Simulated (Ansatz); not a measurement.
H2Si–BH, triplet: reading a ladder of total energies

Geometry: that of the H2Si–BH, singlet, kept fixed. The singlet lies 0.8 eV lower here.

```json
{"atom": "Si", "x (Å)": "0.0000", "y (Å)": "0.0000", "z (Å)": "0.5052"}
{"atom": "B", "x (Å)": "0.0000", "y (Å)": "0.0000", "z (Å)": "-1.3160"}
{"atom": "H", "x (Å)": "0.0000", "y (Å)": "1.2660", "z (Å)": "1.2662"}
{"atom": "H", "x (Å)": "0.0000", "y (Å)": "-1.2660", "z (Å)": "1.2662"}
{"atom": "H", "x (Å)": "0.0000", "y (Å)": "0.0000", "z (Å)": "-2.4954"}
```

Basis cc-pVDZ; Ansatz 0.2.0. Correlated methods freeze the noble-gas cores, which leaves 10 electrons in 41 orbitals. Prefix R: restricted or restricted open-shell reference; prefix U: unrestricted.

Full CI isn't at hand for all of this; UCCSDT(Q) serves as the reference, and is uncertain by about the last step of the cluster series.

Runs differ by some tens of microhartree through their thresholds and, for an open shell, their frozen cores, so steps under 0.03 kcal/mol mean nothing.

```csv
level,total energy (hartree)
UHF,-315.237935
UMP2,-315.388210
UCCSD,-315.425252
UCCSD(T),-315.430144
UCCSDT,-315.431286
UCCSDT(Q),-315.431506
```

Problem. What is the correlation energy at UCCSDT(Q), and what share of it do UMP2 and UCCSD recover?

Solution. E(corr) = -315.431506 − (-315.237935) = -0.193571 hartree = -5.267 eV. UMP2: -0.150275 / -0.193571 = 77.63 %. UCCSD: -0.187317 / -0.193571 = 96.77 %.

Problem. By how many kcal/mol does UCCSD(T) miss UCCSDT(Q) (1 hartree = 627.509 kcal/mol), and which steps make up the rest?

Solution. -315.430144 − (-315.431506) = 0.001362 hartree = 0.85 kcal/mol. Steps: UCCSDT − UCCSD(T) = -0.72, UCCSDT(Q) − UCCSDT = -0.14 kcal/mol. Differences between like states or geometries often cancel part of this.
